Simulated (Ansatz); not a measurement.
A nudged elastic band was laid between two geometries of AlF2H + H (5 atoms, charge 0, multiplicity 2).

Method: UKS PBE/def2-SVP (Ansatz 0.2.0).

```
movable images  : 5
climbing image  : yes
spring          : 5.0 eV/Å²
optimiser       : fire
start path      : through a guess of the saddle point
force threshold : 0.03 eV/Å
iteration limit : 60
end points      : relaxed
largest step    : 0.5 Å
```

Image 0:

```xyz
5
Properties=species:S:1:pos:R:3
Al 0.000 0.000 -0.319
H 0.000 0.000 1.255
F 1.428 0.000 -1.184
F -1.428 0.000 -1.184
H 0.000 0.000 4.322
```

Image 6:

```xyz
5
Properties=species:S:1:pos:R:3
Al 0.044 -0.587 -0.344
H -0.459 -0.016 2.071
F 1.499 0.252 -0.218
F -1.385 0.252 -0.621
H 0.301 0.099 2.001
```

Problem. What changes between the two ends?

Solution. Bonds broken: Al1–H2. Bonds formed: H2–H5. AlF2H + H becomes AlF2 + H2.

Problem. What energy profile does the band end with?

Solution. It converged. The highest image is number 2 of 0 to 6, 2.8 kJ/mol above the first end and 87.2 kJ/mol above the last; the last end lies 84.5 kJ/mol below the first. Another band between the same ends (5 images) ends at a top of the same energy, where a vibrational analysis finds 1 clearly imaginary mode.

```csv
image,path coordinate (Å),energy (kJ/mol),Al1–H2 (Å),H2–H5 (Å)
0,0.00,0.0,1.57,3.07
1,0.59,0.6,1.58,2.41
2,1.18,2.8,1.60,1.73
3,1.84,-68.9,2.21,0.82
4,2.50,-78.8,2.56,0.78
5,3.16,-80.8,2.66,0.77
6,3.83,-84.5,2.53,0.77
```

Problem. What is the geometry of the highest image?

Solution. 
```xyz
5
Properties=species:S:1:pos:R:3
Al 0.000 0.000 -0.062
H 0.000 0.000 1.536
F 1.429 0.000 -0.925
F -1.429 0.000 -0.925
H 0.000 0.000 3.265
```

The band took 57 iterations and of the order of 7 core-minutes.

The run took 7.2 min on 1 thread of Arm Neoverse V2 (shared host), peak memory 0.11 GiB.
